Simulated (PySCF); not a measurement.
Electrostatic potential from atomic charges

Species: `OCC(Cl)Cl` (2,2-dichloroethanol). Coordinates (GFN2-xTB, Å) and charges (e) from the PBE0/pcSseg-1 density (PySCF):

```tsv
atom	x	y	z	Mulliken	IAO	Hirshfeld	ESP-fitted
O1	-1.397	0.755	0.436	-0.4402	-0.5362	-0.2225	-0.5427
C2	-0.653	-0.344	0.010	+0.1364	-0.0499	-0.0123	+0.0876
C3	0.849	-0.078	0.126	-0.2604	-0.1133	+0.0305	-0.3648
Cl4	1.770	-1.533	-0.289	-0.0578	-0.0647	-0.0423	-0.0451
Cl5	1.302	1.255	-0.973	-0.0880	-0.0809	-0.0447	-0.0424
H6	-1.176	1.516	-0.117	+0.2354	+0.3509	+0.1491	+0.3852
H7	-0.892	-0.625	-1.025	+0.1261	+0.1381	+0.0346	+0.0953
H8	-0.918	-1.172	0.672	+0.1435	+0.1686	+0.0540	+0.1432
H9	1.127	0.231	1.135	+0.2050	+0.1874	+0.0535	+0.2838
```

Points outside the species (Å): A (1.4, 3.9, -1.0); B (-6.8, 5.3, 1.7); C (-1.5, -3.3, 2.8).

Task: Find the potential V = 14.3996 V·Å × Σ q/r of each set of charges at these points.

Result: In volts:

| point | nearest atom | distance (Å) | Mulliken | IAO | Hirshfeld | ESP-fitted |
| --- | --- | --- | --- | --- | --- | --- |
| A | Cl5 | 2.65 | -0.204 | -0.047 | 0.000 | +0.014 |
| B | H6 | 7.02 | -0.020 | -0.032 | -0.011 | -0.004 |
| C | H8 | 3.07 | +0.264 | +0.156 | +0.046 | +0.134 |

Task: How far are the other sets from the ESP-fitted one at these points?

Result: Root-mean-square difference: IAO 0.041 V, Hirshfeld 0.051 V, Mulliken 0.147 V. The ESP scheme is a least-squares fit of atom-centred charges to the potential on four shells outside the van der Waals surface, with the total charge fixed.

Task: What energy would a point charge of +3 e have at C in the field of the ESP charges, leaving out polarisation?

Result: +0.401 eV = +38.7 kJ/mol, a repulsion.

Geometry: GFN2-xTB, one conformer, isolated molecule.

The run behind these numbers computed NMR shieldings as well. On one thread, Arm Neoverse V1 (aarch64), on a shared host, this took 11 s (grids of density and orbitals included) and 0.55 GiB of memory at its peak.

The values belong to the conformer `[OH:1][CH2:2][CH:3]([Cl:4])[Cl:5]`: O1–C2–C3–Cl4 175°, H–O1–C2–C3 60°.
